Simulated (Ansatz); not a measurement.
# Nudged elastic band run: AlFHO

Input file:

```yaml
crystal:
  periodic: [false, false, false]
  atoms:
    - { symbol: O, position_ang: [-0.777615, 0.592213, -0.417239] }
    - { symbol: Al, position_ang: [-0.286005, -0.65228, 0.636789] }
    - { symbol: F, position_ang: [1.319924, -1.104822, 0.756361] }
    - { symbol: H, position_ang: [-0.200905, 1.104589, -0.996311] }
magnetization:
  spin_polarized: true
  initial_magnetization: 1
basis:
  gaussian: { orbitals: def2-SVP }
hamiltonian:
  xc: b3lyp
  dispersion: d4
neb:
  order_check: false
  images: 7
  f_tol: 0.05
  max_iterations: 60
  final_atoms:
    - { symbol: O, position_ang: [-1.63859896, -0.06060841, 0.34382722] }
    - { symbol: Al, position_ang: [0.06213313, 0.00701403, -0.03442125] }
    - { symbol: F, position_ang: [1.06275956, -1.05398548, 0.75704633] }
    - { symbol: H, position_ang: [0.56910527, 1.04727985, -1.0868523] }
  initial_path:
    images:
      - { positions_ang: [[-0.777615, 0.592213, -0.417239], [-0.286005, -0.65228, 0.636789], [1.319924, -1.104822, 0.756361], [-0.200905, 1.104589, -0.996311]] }
      - { positions_ang: [[-0.88541328, 0.43382799, -0.46214911], [-0.16430684, -0.47601694, 0.60338449], [1.26999416, -1.18675177, 0.76955698], [-0.16487504, 1.16864072, -0.93119236]] }
      - { positions_ang: [[-0.99321157, 0.27544299, -0.50705922], [-0.04260868, -0.29975389, 0.56997998], [1.22006432, -1.26868154, 0.78275296], [-0.12884507, 1.23269244, -0.86607372]] }
      - { positions_ang: [[-1.10100985, 0.11705798, -0.55196933], [0.07908948, -0.12349083, 0.53657547], [1.17013449, -1.3506113, 0.79594895], [-0.09281511, 1.29674415, -0.80095508]] }
      - { positions_ang: [[-1.20880814, -0.04132703, -0.59687945], [0.20078764, 0.05277222, 0.50317096], [1.12020465, -1.43254107, 0.80914493], [-0.05678515, 1.36079587, -0.73583644]] }
      - { positions_ang: [[-1.31625584, -0.04614737, -0.36170278], [0.16612401, 0.04133268, 0.36877291], [1.10584338, -1.33790217, 0.79612028], [0.09968746, 1.28241687, -0.82359041]] }
      - { positions_ang: [[-1.42370355, -0.05096772, -0.12652611], [0.13146038, 0.02989313, 0.23437485], [1.0914821, -1.24326327, 0.78309563], [0.25616006, 1.20403786, -0.91134437]] }
      - { positions_ang: [[-1.53115125, -0.05578806, 0.10865055], [0.09679675, 0.01845358, 0.0999768], [1.07712083, -1.14862438, 0.77007098], [0.41263266, 1.12565886, -0.99909834]] }
      - { positions_ang: [[-1.63859896, -0.06060841, 0.34382722], [0.06213313, 0.00701403, -0.03442125], [1.06275956, -1.05398548, 0.75704633], [0.56910527, 1.04727985, -1.0868523]] }
```

Command:

```bash
$ ansatz run input.yaml --threads 1 --pin off --max-ram 2048MiB --backend cpu --events-out ev --progress --plain --runs-dir out
```

Output, in part (warnings, iteration lines, the closing report on the highest movable image, with atoms numbered from 0):

```
NEB end point (image 0): max|allowed force component| = 1.440e-2 eV/Å (the criterion of neb.relax_end_points is 1.000e-2)
NEB end point (image 8): max|allowed force component| = 1.297e-3 eV/Å (the criterion of neb.relax_end_points is 1.000e-2)
NEB iter   1: max|band force component| = 6.504e0 eV/Å  barrier→ = 3.2219 eV  barrier← = 1.7352 eV  Δτ_max = 0.1958 Å  (422 SCF iters)
NEB iter   2: max|band force component| = 4.182e0 eV/Å  barrier→ = 2.6113 eV  barrier← = 1.1246 eV  Δτ_max = 0.2000 Å  (267 SCF iters)
NEB iter   3: max|band force component| = 8.981e0 eV/Å  barrier→ = 2.4395 eV  barrier← = 0.9527 eV  Δτ_max = 0.1009 Å  (260 SCF iters)
NEB iter   4: max|band force component| = 1.820e0 eV/Å  barrier→ = 2.3556 eV  barrier← = 0.8689 eV  Δτ_max = 0.1491 Å  (250 SCF iters)
NEB iter   5: max|band force component| = 1.793e0 eV/Å  barrier→ = 2.3893 eV  barrier← = 0.9025 eV  Δτ_max = 0.0905 Å  (236 SCF iters)
NEB iter   6: max|band force component| = 1.070e0 eV/Å  barrier→ = 2.3573 eV  barrier← = 0.8706 eV  Δτ_max = 0.1943 Å  (222 SCF iters)
NEB iter   7: max|band force component| = 1.070e0 eV/Å  barrier→ = 2.1764 eV  barrier← = 0.6896 eV  Δτ_max = 0.0880 Å  (229 SCF iters)
NEB iter   8: max|band force component| = 5.780e-1 eV/Å  barrier→ = 2.2338 eV  barrier← = 0.7470 eV  Δτ_max = 0.0500 Å  (233 SCF iters)
NEB iter   9: max|band force component| = 7.568e-1 eV/Å  barrier→ = 2.2332 eV  barrier← = 0.7464 eV  CI = image 6  Δτ_max = 0.0981 Å  (208 SCF iters)
NEB iter  10: max|band force component| = 5.746e-1 eV/Å  barrier→ = 2.3685 eV  barrier← = 0.8817 eV  CI = image 6  Δτ_max = 0.0975 Å  (217 SCF iters)
NEB iter  11: max|band force component| = 1.019e0 eV/Å  barrier→ = 2.3801 eV  barrier← = 0.8933 eV  CI = image 6  Δτ_max = 0.0509 Å  (226 SCF iters)
NEB iter  12: max|band force component| = 4.808e-1 eV/Å  barrier→ = 2.3749 eV  barrier← = 0.8881 eV  CI = image 6  Δτ_max = 0.0999 Å  (209 SCF iters)
NEB iter  13: max|band force component| = 3.539e-1 eV/Å  barrier→ = 2.3750 eV  barrier← = 0.8883 eV  CI = image 6  Δτ_max = 0.0542 Å  (203 SCF iters)
NEB iter  14: max|band force component| = 4.436e-2 eV/Å  barrier→ = 2.3750 eV  barrier← = 0.8883 eV  CI = image 6  Δτ_max = 0.0000 Å  (413 SCF iters)
Total energy: -11371.52960040 eV, -417.8960049151 hartree
Atom 0 at    -1.326613     0.276128    -0.280116 Å, force     0.000830     0.000503    -0.000021 eV/Å
Atom 1 at     0.222041    -0.206896     0.138359 Å, force    -0.001018    -0.001191    -0.000327 eV/Å
Atom 2 at     1.242605    -1.250907     0.909954 Å, force     0.000652     0.000070     0.000498 eV/Å
Atom 3 at    -0.082635     1.121375    -0.788597 Å, force    -0.000464     0.000618    -0.000150 eV/Å
Dipole moment:     0.336574    -0.035967     0.044094 e Å
```

The run converged. The profile has 2 maxima (images 1, 6) with wells between them (image 3): this band takes more than one step, which may be the mechanism or a detour left from its start path. A structure lower than the first end lies on the path between it and the top, so the climb from that side starts below the end, which may itself be a saddle point or a shallow side well. Neighbouring images differ by up to 1.3 eV, so the band resolves the path poorly. A vibrational analysis at the climbing image gives one clearly imaginary mode, 1206i cm⁻¹: a first-order saddle point.

Final band (atoms are numbered from 1 in the order of the input):

| image | path coordinate (Å) | energy (eV) | O1–H4 (Å) | Al2–H4 (Å) |
| --- | --- | --- | --- | --- |
| 0 | 0.00 | 0.00 | 0.96 | 2.40 |
| 1 | 0.42 | 0.06 | 0.96 | 2.58 |
| 2 | 0.84 | 0.04 | 0.95 | 2.56 |
| 3 | 1.26 | -0.01 | 0.97 | 2.32 |
| 4 | 1.69 | 0.27 | 0.98 | 2.04 |
| 5 | 2.11 | 1.10 | 1.08 | 1.77 |
| 6 | 2.53 | 2.38 | 1.59 | 1.65 |
| 7 | 3.08 | 1.82 | 2.26 | 1.57 |
| 8 | 3.63 | 1.49 | 2.85 | 1.56 |

Time of the run: 2.2 min on 1 thread of AMD EPYC 7B13 (Zen 3) (shared host), peak memory 0.15 GiB.
